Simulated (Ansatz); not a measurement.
Geometry optimisation, Ansatz, UKS BHLYP-D4/def2-SVP.

The input (input.yaml):

```yaml
crystal:
  periodic: [false, false, false]
  atoms:
    - { symbol: Si, position_ang: [0.000287, 0.0, -0.068173] }
    - { symbol: H, position_ang: [0.000123, 0.0, 1.403053] }
    - { symbol: H, position_ang: [1.396979, 0.0, -0.559923] }
    - { symbol: H, position_ang: [-0.697976, 1.209522, -0.560164] }
    - { symbol: H, position_ang: [-0.697976, -1.209522, -0.560164] }
    - { symbol: H, position_ang: [-3.5e-05, 0.0, 3.26677] }
magnetization:
  spin_polarized: true
  initial_magnetization: 1
basis:
  gaussian: { orbitals: def2-SVP }
hamiltonian:
  xc: { name: BHLYP }
  dispersion: d4
relax:
  f_tol: 0.03
  max_steps: 50
```

Launched with:

```bash
$ ansatz run input.yaml --threads 1 --pin off --max-ram 2048MiB --backend cpu --events-out ev --progress --plain --runs-dir out
```

Where does it end, and by what steps?

The run converged. The force dipped under the threshold on the way, but the program's further checks kept it going. After 7 steps the energy has fallen by 0.031 eV; H6 moved furthest, 0.62 Å.

```json
{"step": "0", "energy less start (eV)": "0.0000", "largest force component (eV/Å)": "0.320", "accepted": "yes"}
{"step": "1", "energy less start (eV)": "-0.0069", "largest force component (eV/Å)": "0.094", "accepted": "yes"}
{"step": "2", "energy less start (eV)": "-0.0204", "largest force component (eV/Å)": "0.144", "accepted": "yes"}
{"step": "3", "energy less start (eV)": "-0.0287", "largest force component (eV/Å)": "0.039", "accepted": "yes"}
{"step": "4", "energy less start (eV)": "-0.0307", "largest force component (eV/Å)": "0.027", "accepted": "yes"}
{"step": "5", "energy less start (eV)": "-0.0312", "largest force component (eV/Å)": "0.019", "accepted": "yes"}
{"step": "6", "energy less start (eV)": "-0.0312", "largest force component (eV/Å)": "0.018", "accepted": "no"}
{"step": "7", "energy less start (eV)": "-0.0312", "largest force component (eV/Å)": "0.019", "accepted": "yes"}
```

```xyz
6
Properties=species:S:1:pos:R:3
Si 0.000 0.000 -0.192
H 0.000 0.000 1.289
H 1.395 0.000 -0.688
H -0.697 1.208 -0.689
H -0.697 -1.208 -0.689
H 0.000 0.000 3.890
```

Whether the end is a true minimum wasn't checked by a vibrational analysis.

Time of the run: 6.2 s on 1 thread of Intel(R) Xeon(R) Platinum 8488C (Sapphire Rapids), on a shared host, peak memory 0.12 GiB.
